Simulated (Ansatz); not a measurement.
Isomers of CH$_{5}$NSi, relaxed with PBE0-D4/def2-TZVP in Ansatz; electronic energies, one conformer each and not always the lowest. Functionals use def2-TZVPP; CBS adds triple-zeta CCSD(T) − MP2 to the MP2 limit of def2-TZVPP and def2-QZVPP.

Q: Order them by energy at frozen-core CCSD(T)/CBS, lowest first. (An estimate is asked.)
A. `N=C[SiH3]`
B. `C[Si]N`
C. `C1N[SiH2]1`

A: B (0.0 kJ/mol), A (110.6 kJ/mol), C (115.4 kJ/mol).

Q: How do B3LYP-D4, ωB97M-V, B3LYP, MP2/CBS(def2) place them (kJ/mol, against `C[Si]N`)? (Best estimate.)

A: Ansatz gave: 
```csv
isomer,B3LYP-D4,ωB97M-V,B3LYP,MP2/CBS(def2)
`N=C[SiH3]`,107.5,119.2,106.1,116.3
`C1N[SiH2]1`,120.0,119.3,119.1,106.8
```

B3LYP here is the variant with VWN-RPA as its local correlation; programs differ in this.
